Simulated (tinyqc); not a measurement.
Worked calculation (part 2 of 2): UKS/LDA (VWN5) in the sto-6g basis, for LiH, spin multiplicity 3. Computed by tinyqc, a small Python program that keeps every step (integrals from PySCF). Command: `OMP_NUM_THREADS=1 python tinyqc.py 23434 23435 out.jsonl` (the two numbers bound the seeds that draw the settings). One thread of a shared host (Intel(R) Xeon(R) Processor @ 2.60GHz), about 2 s of CPU time with the checks.

Geometry (angstrom):

| atom | x | y | z |
|---|---|---|---|
| Li | 0.0000 | 0.0000 | 0.0000 |
| H | 0.0000 | 0.0000 | 1.3650 |

## Iteration 6 (converged): orbitals

converged F(alpha) (hartree), lower triangle:
```
          1Li 1s   1Li 2s  1Li 2px  1Li 2py  1Li 2pz    2H 1s
1Li 1s   -1.7654
1Li 2s   -0.4993  -0.2579
1Li 2px   0.0000   0.0000  -0.0152
1Li 2py   0.0000   0.0000   0.0000  -0.0152
1Li 2pz  -0.0132  -0.0846   0.0000   0.0000  -0.1029
2H 1s    -0.2482  -0.2609   0.0000   0.0000  -0.2599  -0.3754
```

converged F(beta) (hartree), lower triangle:
```
          1Li 1s   1Li 2s  1Li 2px  1Li 2py  1Li 2pz    2H 1s
1Li 1s   -1.7474
1Li 2s   -0.4909  -0.1949
1Li 2px   0.0000   0.0000   0.0376
1Li 2py   0.0000   0.0000   0.0000   0.0376
1Li 2pz  -0.0133  -0.0810   0.0000   0.0000  -0.0193
2H 1s    -0.2424  -0.2030   0.0000   0.0000  -0.1756  -0.1500
```

X, lower triangle:
```
          1Li 1s   1Li 2s  1Li 2px  1Li 2py  1Li 2pz   2H 1s
1Li 1s    1.0222
1Li 2s   -0.1166   1.1482
1Li 2px   0.0000   0.0000   1.0000
1Li 2py   0.0000   0.0000   0.0000   1.0000
1Li 2pz   0.0067   0.1529   0.0000   0.0000   1.1850
2H 1s    -0.0207  -0.3485   0.0000   0.0000  -0.4219  1.3138
```

Diagonalise F' = X^T F X, C = X C', fill 3 alpha and 1 beta electrons from the bottom; D(s) = C_occ C_occ^T. Each column has its largest component positive (the first on a tie).

F' = X^T F X (alpha) (hartree), lower triangle:
```
         1        2        3        4        5        6
1  -1.7199
2  -0.2670  -0.0913
3   0.0000   0.0000  -0.0152
4   0.0000   0.0000   0.0000  -0.0152
5   0.0085   0.0247   0.0000   0.0000   0.0456
6  -0.0842  -0.1654   0.0000   0.0000  -0.2289  -0.1903
```

orbital energies (alpha) (hartree): MO1 -1.7702, MO2 -0.3684, MO3 -0.0434, MO4 -0.0152, MO5 -0.0152, MO6 0.2261

coefficients C (alpha):
```
            MO1      MO2      MO3     MO4      MO5      MO6
1Li 1s   0.9854  -0.1724  -0.2359  0.0000   0.0000  -0.0497
1Li 2s   0.0488   0.1848   0.9531  0.0000   0.0000   0.7293
1Li 2px  0.0000   0.0000   0.0000  0.1012   0.9949   0.0000
1Li 2py  0.0000   0.0000   0.0000  0.9949  -0.1012   0.0000
1Li 2pz  0.0045   0.2223  -0.4154  0.0000   0.0000   1.1762
2H 1s    0.0136   0.7814  -0.2237  0.0000   0.0000  -1.1684
```

F' = X^T F X (beta) (hartree), lower triangle:
```
         1        2       3       4        5       6
1  -1.7021
2  -0.2675  -0.0344
3   0.0000   0.0000  0.0376
4   0.0000   0.0000  0.0000  0.0376
5   0.0086   0.0179  0.0000  0.0000   0.1141
6  -0.0902  -0.1782  0.0000  0.0000  -0.2343  0.0758
```

orbital energies (beta) (hartree): MO1 -1.7515, MO2 -0.2001, MO3 0.0279, MO4 0.0376, MO5 0.0376, MO6 0.3770

coefficients C (beta):
```
            MO1      MO2      MO3      MO4     MO5      MO6
1Li 1s   0.9868  -0.1990  -0.2110   0.0000  0.0000   0.0310
1Li 2s   0.0468   0.4147   0.8821   0.0000  0.0000  -0.7243
1Li 2px  0.0000   0.0000   0.0000  -0.3223  0.9466   0.0000
1Li 2py  0.0000   0.0000   0.0000   0.9466  0.3223   0.0000
1Li 2pz  0.0063   0.3691  -0.5074   0.0000  0.0000  -1.1008
2H 1s    0.0077   0.5409  -0.2342   0.0000  0.0000   1.2955
```

D(alpha) after iteration 6, lower triangle:
```
          1Li 1s   1Li 2s  1Li 2px  1Li 2py  1Li 2pz   2H 1s
1Li 1s    1.0564
1Li 2s   -0.2087   0.9450
1Li 2px   0.0000   0.0000   0.0000
1Li 2py   0.0000   0.0000   0.0000   0.0000
1Li 2pz   0.0641  -0.3547   0.0000   0.0000   0.2220
2H 1s    -0.0685  -0.0682   0.0000   0.0000   0.2667  0.6608
```

D(beta) after iteration 6, lower triangle:
```
         1Li 1s  1Li 2s  1Li 2px  1Li 2py  1Li 2pz   2H 1s
1Li 1s   0.9738
1Li 2s   0.0462  0.0022
1Li 2px  0.0000  0.0000   0.0000
1Li 2py  0.0000  0.0000   0.0000   0.0000
1Li 2pz  0.0062  0.0003   0.0000   0.0000   0.0000
2H 1s    0.0076  0.0004   0.0000   0.0000   0.0000  0.0001
```

Within a degenerate level the vectors are fixed only up to a rotation; this is one choice.

## Convergence

Stop when the energy changes by less than 1e-10 hartree and every element of the error matrix X^T (F D S - S D F) X (for each spin) is below 3e-06.

Course of the cycle:

| iteration | E (hartree) | change | largest element of the error matrix |
|---|---|---|---|
| 1 | -7.675947 | - | 1.30e-01 |
| 2 | -7.720243 | -4.43e-02 | 1.21e-02 |
| 3 | -7.720579 | -3.36e-04 | 2.06e-03 |
| 4 | -7.720588 | -9.31e-06 | 4.96e-04 |
| 5 | -7.720589 | -5.48e-07 | 2.16e-06 |
| 6 | -7.720589 | -9.30e-12 | 6.21e-09 |

PySCF UKS in the same basis, fine grid, after a stability check = -7.726784 hartree

Converged in 6 iterations. The coarse grid moves the energy by +6.20e-03 hartree.

## Populations, bond orders and dipole

overlap S, lower triangle:
```
         1Li 1s  1Li 2s  1Li 2px  1Li 2py  1Li 2pz   2H 1s
1Li 1s   1.0000
1Li 2s   0.2357  1.0000
1Li 2px  0.0000  0.0000   1.0000
1Li 2py  0.0000  0.0000   0.0000   1.0000
1Li 2pz  0.0000  0.0000   0.0000   0.0000   1.0000
2H 1s    0.1122  0.4555   0.0000   0.0000   0.5467  1.0000
```

Mulliken: Z minus the diagonal of D S on the atom; Loewdin: the same with S^(1/2) D S^(1/2); Mayer order: 2 sum_s sum (D(s) S)_ij (D(s) S)_ji over the two atoms.

Charges (e):

| atom | Mulliken | Loewdin | Mulliken spin |
|---|---|---|---|
| 1Li | -0.2310 | -0.3008 | 1.2333 |
| 2H | 0.2310 | 0.3008 | 0.7667 |

Mayer bond orders:

| pair | order |
|---|---|
| 2-1 | 0.3587 |

dipole moment about the origin, x y z (debye): 0.0000  0.0000  3.8550

<S^2> of the determinant (pure state: 2) = 2.0000
